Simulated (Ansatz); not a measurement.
SnH2⁻, doublet: the ladder up to UCCSDT(Q)

Geometry: displaced at random from a stationary point.

```xyz
3

Sn   -0.0004   -0.0213    0.0005
H    -0.0012    1.2255   -1.2987
H     0.0467    1.2848    1.2349
```

Basis def2-TZVPD with its core potentials; Ansatz 0.2.0. Correlated methods freeze the noble-gas cores and the filled d shells of p-block atoms, which leaves 7 electrons in 65 orbitals. R marks a restricted (for open shells ROHF) determinant, U an unrestricted one. Active spaces: valence = (7e, 6o) chosen from the atoms' valence shells. No spin–orbit coupling is included; scalar relativity enters through the core potentials alone.

Full CI isn't at hand for all of this; UCCSDT(Q) serves as the reference, and is uncertain by about the last step of the cluster series. The frozen core follows each run's orbitals, which can shift R against U totals by a few meV for light atoms and by up to 0.1 eV past Ca.

The UHF ⟨S²⟩ is 0.770, the T1 diagnostic (RCCSD) is 0.0217 and the largest doubles amplitude (RCCSD) is 0.035. The T1 diagnostic (UCCSD) is 0.0191.

```csv
level,E − E(UHF) (eV)
UMP2,-2.7316
UCCSD,-3.4029
UCCSD(T),-3.5139
```

Task: Estimate how far UCCSDT(Q) in def2-TZVPD lies from UCCSD(T). The table doesn't fix it; the size of (T) and the diagnostics are the guide.

Result: UCCSDT(Q) in def2-TZVPD lies 28 meV below UCCSD(T), which is 25 % of the (T) step (-111 meV). The diagnostics give no warning, yet the rest is a sizeable part of (T).

The other levels:

```
 level  E − E(UCCSDT(Q)) (meV)  wall time
UCCSDT                       4          –
```

Run but not shown, since their state, orbitals or frozen core can't be matched to the reference's or they repeat it: RHF, RMP2, RCCSD, RCCSD(T), BCCD(T), RCCSDT, RCCSDT(Q), CASSCF (valence space), NEVPT2 (valence space), MRCISD (valence space), MRCISD+Q (valence space).

Natural occupations of CASSCF (valence space) about the gap: 1.997 1.970 1.963 1.000 0.036 0.034; effectively unpaired electrons, Σ n²(2−n)², 1.02.
